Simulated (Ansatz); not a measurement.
Geometry optimisation, Ansatz 0.2.0, RKS r2SCANh-D4/def2-SVP.

Input:

```yaml
crystal:
  periodic: [false, false, false]
  atoms:
    - { symbol: O, position_ang: [-0.78144, -0.70622, -0.10967] }
    - { symbol: Si, position_ang: [0.45406, 0.18806, 0.12224] }
    - { symbol: F, position_ang: [0.37405, 1.68341, -0.31858] }
    - { symbol: H, position_ang: [-1.68931, -0.83796, -0.41518] }
    - { symbol: H, position_ang: [1.64264, -0.32729, 0.7212] }
total_charge: 1
basis:
  gaussian: { orbitals: def2-SVP }
hamiltonian:
  xc: r2scanh
  dispersion: d4
relax:
  f_tol: 0.015
  max_steps: 40
```

Command:

```bash
$ ansatz run input.yaml --threads 1 --pin off --max-ram 2048MiB --backend cpu --events-out ev --progress --plain --runs-dir out
```

Q: Where does it end, and by what steps?

A: The run converged. Limits of this set-up: the dipole of an ion depends on the origin. After 6 steps the energy has fallen by 0.044 eV; O1 moved furthest, 0.10 Å.

```tsv
step	energy less start (eV)	largest force component (eV/Å)	accepted
0	0.0000	0.595	yes
1	-0.0149	0.429	yes
2	-0.0244	0.228	yes
3	-0.0336	0.519	yes
4	-0.0418	0.222	yes
5	-0.0428	0.110	yes
6	-0.0438	0.011	yes
```

```xyz
5
Properties=species:S:1:pos:R:3
O -0.772 -0.798 -0.078
Si 0.431 0.181 0.115
F 0.356 1.680 -0.324
H -1.672 -0.749 -0.436
H 1.657 -0.314 0.722
```

Run time: 15 s on 1 thread of Arm Neoverse V1 (shared host), peak memory 0.14 GiB.
